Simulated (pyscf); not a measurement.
SiH₂ (SMILES [SiH2]) [singlet] + Cl–Cl (SMILES ClCl) → Cl–SiH₂–Cl (SMILES Cl[SiH2]Cl), an insertion (singlet surface; Cl–Cl broken, Cl–Si, Cl–Si formed). PySCF, gas phase, ωB97X-D3(BJ)/def2-SVP geometries. MP2 and CC: frozen core, UHF for open shells. ΔMP2 is the change of the MP2 total energy from the triple- to the quadruple-zeta basis. Energies in eV from the separated reactants.

Small-basis levels: PySCF, no dispersion term, spherical d functions. AM1 to PM7: differences of heats of formation from MOPAC. Cost: rough CPU time at the saddle relative to B3LYP/6-31G*, from one job on a shared machine.

```csv
level,barrier,reaction energy,cost
HF/STO-3G,0.40,-6.86,0.09
HF/6-31G*,0.61,-6.23,0.1
SVWN5/6-31G*,-1.40,-6.42,1
B3LYP/STO-3G,-1.05,-6.70,0.8
B3LYP/LANL2DZ,-0.59,-5.38,0.6
B3LYP/6-31G*,-0.53,-5.93,1
M06-2X/6-31G*,-0.36,-6.20,2
B3LYP/6-311+G**,-0.50,-5.86,1
PM3,-1.21,-5.67,under 0.02
CCSD(T)/def2-TZVPP + ΔMP2(QZVPP),-0.36,-6.17,–
```

Against the last row the barrier runs from -1.04 (SVWN5/6-31G*) to +0.97 eV (HF/6-31G*). CCSD(T)/def2-TZVPP + ΔMP2(QZVPP) has limits of its own. On the reactant side the descent ends in an adduct with a Cl–Si contact, 0.47 eV under the separated species and 0.06 eV under the saddle at ωB97X-D3(BJ)/def2-TZVP. At CCSD(T) the saddle lies under the separated reactants, which points to a path from their complex (located at ωB97X-D3(BJ) alone). What is counted as formed (Cl–Si) is already present as a longer contact in the reactant adduct; forming that adduct is a step of its own. One saddle was located; it need not be the lowest between these sides. One closed-shell reference is unstable to symmetry breaking; treat the single-reference values with care. The CCSD(T) − MP2 part came from Ansatz, without density fitting, on the same reference. The largest closed-shell T1 diagnostic is 0.043, which may signal static correlation.
